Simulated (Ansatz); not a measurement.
`CO/C(C)=C\F` → `CC/C=C(/O)F`  (isomerisation)

Gas-phase electronic energies from Ansatz, PBE0-D4/def2-TZVP geometries. CCSD(T)/CBS is the MP2 limit (def2-TZVPP, def2-QZVPP) plus CCSD(T) − MP2 in def2-TZVPP, frozen cores. Double bonds are as drawn, so ΔE can hold a change between cis and trans. Functionals use def2-TZVPP. B3LYP here is the variant with VWN-RPA as its local correlation; programs differ in this. One conformer a species, not always the lowest.

`CO/C(C)=C\F`:

Cartesian coordinates in Å:
```
C -1.259 1.448 0.427
O -1.010 0.065 0.250
C 0.225 -0.357 -0.087
C 0.270 -1.841 -0.202
C 1.326 0.360 -0.312
F 1.406 1.704 -0.241
H -2.310 1.524 0.700
H -1.080 2.005 -0.495
H -0.642 1.864 1.226
H 1.265 -2.188 -0.477
H -0.443 -2.181 -0.959
H -0.014 -2.301 0.748
H 2.265 -0.103 -0.579
```

`CC/C=C(/O)F`:

```xyz
13

C     1.468    0.345   -1.172
C     0.500    0.850   -0.108
C    -0.756    0.046   -0.048
C    -1.169   -0.635    1.007
O    -2.328   -1.297    1.109
F    -0.460   -0.705    2.144
H     1.003    0.350   -2.161
H     1.780   -0.680   -0.959
H     2.362    0.971   -1.220
H     0.987    0.845    0.869
H     0.249    1.896   -0.322
H    -1.398   -0.002   -0.920
H    -2.238   -1.982    1.779
```

```
             level  ΔE (kcal/mol)  difference from CCSD(T)/CBS
            PBE-D4          -15.8                          0.4
         r2SCAN-D4          -16.2                          0.0
          B3LYP-D4          -14.5                          1.7
           ωB97X-V          -15.6                          0.6
           ωB97M-V          -16.4                         -0.2
            B2PLYP          -15.5                          0.7
            r2SCAN          -16.3                         -0.1
              PBE0          -17.0                         -0.8
             B3LYP          -14.9                          1.3
     HF/def2-TZVPP          -15.3                          0.9
   CCSD/def2-TZVPP          -16.2                          0.0
     HF/def2-QZVPP          -15.1                          1.1
SCS-MP2/def2-QZVPP          -16.2                          0.0
      HF/CBS(def2)          -15.1                          1.1
     MP2/CBS(def2)          -17.6                         -1.4
    CCSD/CBS(def2)          -16.4                         -0.2
       CCSD(T)/CBS          -16.2                            0
```

Largest T1 diagnostic among the species: 0.012.

From PBE to PBE0 (25 % exact exchange), in def2-TZVPP and without D4, ΔE moves by −0.9 kcal/mol. In def2-TZVPP, CCSD(T) changes the Hartree–Fock value by −0.8 kcal/mol (the triples alone add +0.2 kcal/mol) and MP2 by −2.1 kcal/mol.
